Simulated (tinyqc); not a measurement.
Worked calculation: RHF in the sto-3g basis, for OH-, spin multiplicity 1. The basis has no diffuse functions, so it cannot describe the extra electron: this is an exercise in the method, not the real anion. One step of it, computed by the program tinyqc.

Task: Iteration 4: building the Fock matrix. J_ij = sum D_kl (ij|kl), K_ij = sum D_kl (ik|jl); F = H + J - 0.5 K; E = tr D H + tr D J / 2 - 0.25 tr D K + E_nn.

D after iteration 3, lower triangle:
```
            1O 1s      1O 2s    1O 2px    1O 2py    1O 2pz     2H 1s
1O 1s    2.117086
1O 2s   -0.499493   2.151713
1O 2px   0.000000   0.000000  2.000000
1O 2py   0.000000   0.000000  0.000000  2.000000
1O 2pz   0.077921  -0.376789  0.000000  0.000000  0.469614
2H 1s    0.023381  -0.265610  0.000000  0.000000  0.744522  1.240107
```

core Hamiltonian H = T + V (hartree), lower triangle:
```
             1O 1s      1O 2s     1O 2px     1O 2py     1O 2pz      2H 1s
1O 1s   -32.034904
1O 2s    -7.450423  -8.662758
1O 2px    0.000000   0.000000  -6.848462
1O 2py    0.000000   0.000000   0.000000  -6.848462
1O 2pz   -0.008945  -0.111536   0.000000   0.000000  -6.911464
2H 1s    -0.835714  -2.049887   0.000000   0.000000  -1.595401  -3.787114
```

Two-electron integrals (ij|kl) in chemists' order, unique and non-zero (hartree):
```
(11|11) 4.785065   (21|11) 0.741380   (21|21) 0.136873   (22|11) 1.118947
(22|21) 0.256633   (22|22) 0.817206   (31|31) 0.024477   (32|31) 0.037809
(32|32) 0.180518   (33|11) 1.115814   (33|21) 0.256684   (33|22) 0.817023
(33|33) 0.880159   (41|41) 0.024477   (42|41) 0.037809   (42|42) 0.180518
(43|43) 0.047444   (44|11) 1.115814   (44|21) 0.256684   (44|22) 0.817023
(44|33) 0.785270   (44|44) 0.880159   (51|51) 0.024477   (52|51) 0.037809
(52|52) 0.180518   (53|53) 0.047444   (54|54) 0.047444   (55|11) 1.115814
(55|21) 0.256684   (55|22) 0.817023   (55|33) 0.785270   (55|44) 0.785270
(55|55) 0.880159   (61|11) 0.083264   (61|21) 0.015261   (61|22) 0.028497
(61|33) 0.028443   (61|44) 0.028443   (61|51) 0.000676   (61|52) 0.001283
(61|55) 0.028609   (61|61) 0.001722   (62|11) 0.232206   (62|21) 0.054056
(62|22) 0.194383   (62|33) 0.190900   (62|44) 0.190900   (62|51) 0.004030
(62|52) 0.032742   (62|55) 0.201155   (62|61) 0.006157   (62|62) 0.060639
(63|31) 0.005281   (63|32) 0.032084   (63|53) 0.006539   (63|63) 0.008031
(64|41) 0.005281   (64|42) 0.032084   (64|54) 0.006539   (64|64) 0.008031
(65|11) 0.180081   (65|21) 0.042419   (65|22) 0.162936   (65|33) 0.155829
(65|44) 0.155829   (65|51) 0.008011   (65|52) 0.057575   (65|55) 0.176962
(65|61) 0.005010   (65|62) 0.061877   (65|65) 0.070502   (66|11) 0.414893
(66|21) 0.098099   (66|22) 0.406730   (66|33) 0.391940   (66|44) 0.391940
(66|51) 0.008281   (66|52) 0.095554   (66|55) 0.435857   (66|61) 0.011225
(66|62) 0.170561   (66|65) 0.198974   (66|66) 0.774606
```

nuclear repulsion = 3.35719087 hartree

Give: Coulomb J; exchange K; Fock matrix F; total energy of this density.

Result:

Coulomb J (hartree), lower triangle:
```
          1O 1s   1O 2s  1O 2px  1O 2py  1O 2pz   2H 1s
1O 1s   17.4479
1O 2s    3.2891  8.1678
1O 2px   0.0000  0.0000  8.1815
1O 2py   0.0000  0.0000  0.0000  8.1815
1O 2pz  -0.0046  0.0568  0.0000  0.0000  8.1168
2H 1s    0.3669  1.9616  0.0000  0.0000  1.6728  4.5241
```

exchange K (hartree), lower triangle:
```
         1O 1s    1O 2s  1O 2px  1O 2py  1O 2pz   2H 1s
1O 1s   9.7926
1O 2s   1.6589   2.6219
1O 2px  0.0000   0.0000  2.2829
1O 2py  0.0000   0.0000  0.0000  2.2829
1O 2pz  0.0040  -0.1344  0.0000  0.0000  1.3263
2H 1s   0.1963   0.7014  0.0000  0.0000  0.6661  1.3142
```

Fock matrix F (hartree), lower triangle:
```
           1O 1s    1O 2s  1O 2px  1O 2py   1O 2pz   2H 1s
1O 1s   -19.4833
1O 2s    -4.9908  -1.8059
1O 2px    0.0000   0.0000  0.1916
1O 2py    0.0000   0.0000  0.0000  0.1916
1O 2pz   -0.0155   0.0124  0.0000  0.0000   0.5421
2H 1s    -0.5670  -0.4390  0.0000  0.0000  -0.2556  0.0799
```

total energy of this density = -74.047971 hartree
